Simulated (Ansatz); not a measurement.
Ansatz (a program for electronic structure) input (PBE0/def2-TZVP):

Ansatz 0.2 input:
```yaml
crystal:
  periodic: [false, false, false]
  atoms:
    - {symbol: S, position_ang: [-0.00000000, -0.00000000, -0.07925565]}
    - {symbol: H, position_ang: [0.00000000, 0.00000000, 1.26809037]}
basis:
  gaussian:
    orbitals: def2-TZVP
hamiltonian:
  xc: {name: PBE0}
magnetization: {spin_polarized: true, initial_magnetization: 1}
```

End of the output:

```
integrals: 0.00 GiB planned
315 factors; their error is unknown
mean field: 0.09 GiB planned
mean field evaluation 1: about -10846.5563 eV, gradient 5.9e0 eV
mean field evaluation 2: about -10846.7115 eV, gradient 3.6e0 eV
mean field evaluation 4: about -10846.7649 eV, gradient 1.6e-1 eV
mean field evaluation 8: about -10846.7902 eV, gradient 2.6e-3 eV
mean field evaluation 16: about -10846.7902 eV, gradient 3.4e-5 eV
mean field -10846.79024518 eV, -398.6121892920 hartree, gradient 3.4e-5 eV, S^2 0.755372; 0 other end points of the search recorded, 0 dependent functions left out
reference -10846.79026144 eV, -398.6121898895 hartree; 9, 8 occupied and 34, 35 virtual orbitals, 315 factors
Total energy: -10846.79026144 eV, -398.6121898895 hartree
```
